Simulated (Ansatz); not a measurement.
Consider the formal hydrolysis of a C–N bond: `C=NCO` + H₂O → `OCO` + `C=N`.

Gas-phase electronic energies from Ansatz, PBE0-D4/def2-TZVP geometries. CCSD(T)/CBS is the MP2 limit (def2-TZVPP, def2-QZVPP) plus CCSD(T) − MP2 in def2-TZVPP, frozen cores. This one scheme is used for every species. DFT in def2-TZVPP. B3LYP here is the variant with VWN-RPA as its local correlation; programs differ in this. One conformer a species, not always the lowest.

CCSD(T)/CBS gives +4.1 kcal/mol.

(1) Another level gave +2.9 kcal/mol. Which?
A. B3LYP/def2-TZVPP
B. r2SCAN-D4/def2-TZVPP
C. MP2/def2-TZVPP
D. HF/def2-TZVPP

Largest T1 diagnostic among the species: 0.012.

## Answers

(1) B. r2SCAN-D4 2.9, B3LYP 1.9, MP2/def2-TZVPP 4.4, HF/def2-TZVPP 0.7 kcal/mol.

The D4 term adds +1.0 kcal/mol with B3LYP and +0.5 kcal/mol with PBE0; it sums over pairs of atoms, weighted by their polarisabilities, and B3LYP, whose exchange is more repulsive, gets the larger term. In def2-TZVPP, CCSD(T) changes the Hartree–Fock value by +2.4 kcal/mol (the triples alone add +0.3 kcal/mol) and MP2 by +3.8 kcal/mol.
